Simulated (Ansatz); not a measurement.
Ansatz (an electronic-structure program) input:

Ansatz 0.2 input:
```yaml
crystal:
  periodic: [false, false, false]
  atoms:
    - {symbol: O, position_ang: [-0.02110053, 1.07219571, -0.07455918]}
    - {symbol: H, position_ang: [-0.94565317, 1.39081582, 0.04769402]}
    - {symbol: Cl, position_ang: [0.03136922, -0.67222547, -0.00316626]}
    - {symbol: H, position_ang: [0.58118065, 1.45945141, 0.60260595]}
basis:
  gaussian:
    orbitals: def2-TZVP
hamiltonian:
  xc: b3lyp
  dispersion: d3bj
total_charge: 1
phonons: {temperatures: {t_min: 298.15, t_max: 298.15, t_step: 100}}
```

Problem. Which total energy does the run end on?

Solution. -536.27803 Eh (B3LYP-D3(BJ)/def2-TZVP). The basis has 80 functions.

It need not be the lowest isomer of its formula.
